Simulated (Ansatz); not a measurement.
Chalcopyrite CdGeAs₂ was calculated with RPBE (PAW; Ansatz, a quantum-chemistry and plane-wave program).

Run with plane-wave cutoff 520 eV, 8×8×8 k mesh, Fermi–Dirac smearing 0.01 eV, scalar-relativistic PAW data made under PBE.

Response to compression and expansion:

Shape and atoms are relaxed at each volume.

```csv
V (Å³/atom),P (GPa),c (Å),a (Å)
26.074,2.12,11.426,6.042
26.617,1.00,11.517,6.081
27.161,0.01,11.604,6.120
27.704,-0.88,11.690,6.158
28.247,-1.68,11.773,6.196
```

Note: the gap of the solid is closed in this run; this level leaves the solid without a gap, although one is measured; the bulk modulus comes from volumes at which shape and atoms were relaxed.
